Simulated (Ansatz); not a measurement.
We consider rock-salt CaO, described by G0W0@HSE06 in Ansatz (hard PAW, contour deformation).

The same calculation (at the measured cell, 13.919 Å³/atom) with different numerical settings; throughout: k mesh 2×2×2:

```json
[
 {"run": "1", "response cutoff (eV)": "100", "empty bands": "116", "quasiparticle gap on the mesh (eV)": "5.777", "quasiparticle gap at Γ (eV)": "6.478", "rough time": "40 core-s"},
 {"run": "2", "response cutoff (eV)": "150", "empty bands": "213", "quasiparticle gap on the mesh (eV)": "5.918", "quasiparticle gap at Γ (eV)": "6.665", "rough time": "50 core-s"},
 {"run": "3", "response cutoff (eV)": "200", "empty bands": "328", "quasiparticle gap on the mesh (eV)": "6.016", "quasiparticle gap at Γ (eV)": "6.763", "rough time": "70 core-s"},
 {"run": "4", "response cutoff (eV)": "250", "empty bands": "459", "quasiparticle gap on the mesh (eV)": "6.081", "quasiparticle gap at Γ (eV)": "6.816", "rough time": "2 core-min"},
 {"run": "5", "response cutoff (eV)": "300", "empty bands": "603", "quasiparticle gap on the mesh (eV)": "6.133", "quasiparticle gap at Γ (eV)": "6.852", "rough time": "3 core-min"},
 {"run": "6", "response cutoff (eV)": "400", "empty bands": "929", "quasiparticle gap on the mesh (eV)": "6.184", "quasiparticle gap at Γ (eV)": "6.886", "rough time": "7 core-min"},
 {"run": "7", "response cutoff (eV)": "500", "empty bands": "1298", "quasiparticle gap on the mesh (eV)": "6.212", "quasiparticle gap at Γ (eV)": "6.904", "rough time": "10 core-min"}
]
```

In the column quasiparticle gap on the mesh (eV) the first row differs from the last by -0.435 and the next to last by -0.028.

The last row is no converged limit: other settings stay fixed.

Note: GW on a hybrid start was not checked against another program.

Ansatz is an electronic-structure program.
